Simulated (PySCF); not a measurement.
# C4H2 (Diacetylene): the cost of one run

Computed with PySCF 2.14.0 and routines of our own; the level stands in each step. Atoms count from 0.

## 1. The system as given

6 atoms, charge 0, multiplicity 1; geometry from: GFN2-xTB.

## 2. Optimising the geometry at PBE0/6-31+G*

The job: settings as JSON, then the geometry in Å.

```
{"job": {"xc": "PBE0", "basis": "6-31+G*", "grid": 1, "kind": "geom"}, "charge": 0, "multiplicity": 1}
C      1.858390     0.308419     0.073206
C      0.671010     0.112556     0.104253
C     -0.670102    -0.111666     0.142759
C     -1.857539    -0.307001     0.175498
H      2.892007     0.481668     0.048133
H     -2.890644    -0.481987     0.207585
```

Started as:

```
$ OMP_NUM_THREADS=1 python excited_run.py task.json out
```

One launch serves the whole session: the jobs run in the order shown.

**Question.** How long does this first job take on 1 thread of Arm Neoverse V1, shared host, and how much memory does it need?

About 3.8 s, with a peak of 0.37 GiB.
